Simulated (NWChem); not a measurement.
propyne (C$_{3}$H$_{4}$); SMILES CC#C

```xyz
7

C     -0.0003    -1.2328    -0.0018
C     -0.0015     0.2208     0.0000
C     -0.0025     1.4316    -0.0017
H     -0.7544    -1.6272    -0.7005
H     -0.2267    -1.6315     0.9992
H      0.9812    -1.6272    -0.3074
H     -0.0051     2.5056    -0.0054
```
Atoms are numbered in this order, from 1.

All runs: NWChem. Geometry: optimised at PBE0/def2-SVP. GIAO values for the isolated, static molecule; σ is the absolute isotropic shielding, δ = σ(reference) − σ with the isolated reference molecule computed at the same levels (13C: tetramethylsilane, 1H: tetramethylsilane).

| level | δ C1 (ppm) | δ C2 (ppm) | δ C3 (ppm) | δ H4 (ppm) | δ H7 (ppm) |
|---|---|---|---|---|---|
| PBE/pcSseg-1 | 4.4 | 80.4 | 69.7 | 1.86 | 1.45 |
| BHandHLYP/pcSseg-1 | 3.5 | 82.2 | 74.1 | 1.84 | 1.81 |
| PBE0/pcSseg-2 | 4.1 | … | 73.8 | 1.83 | 1.48 |
| PBE0/pcSseg-1 | 4.2 | 82.3 | 73.5 | 1.83 | 1.65 |

**Question.** Complete the blanks.

**Answer.** 
- PBE0/pcSseg-2, δ C2 (ppm): 85.4
